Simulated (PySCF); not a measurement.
acetamide (C2H5NO), SMILES CC(N)=O. Atoms are numbered in the order given.

```xyz
9

C      0.2893     1.3794     0.0000
C     -0.1540    -0.0811     0.0000
N      0.8767    -0.9898     0.0000
O     -1.3302    -0.4256     0.0000
H      0.9023     1.6109     0.8954
H      0.9023     1.6109    -0.8954
H     -0.6101     2.0189     0.0000
H      0.6419    -1.9824     0.0000
H      1.8570    -0.7148     0.0000
```
Charge 0, spin multiplicity 1.

Geometry: PBE-D3(BJ)/def2-SVP. The geometry has at least one imaginary mode, so it is a saddle point at that level. Other conformers were not sampled.

Method: PBE/def2-TZVPD run with PySCF.

Isolated molecule, no solvent.

total energy: -209.05844 hartree
point group: Cs
highest occupied level: -5.78 eV
lowest empty level: -0.68 eV
orbital gap: 5.10 eV
dipole moment: 3.83 D
quadrupole, principal values (traceless, Buckingham form, about the centre of nuclear charge): -4.40, -1.73, 6.13 D·Å
mean static polarisability: 42.3 bohr³ (6.26 Å³)
polarisability, principal values: 31.7, 46.5, 48.6 bohr³
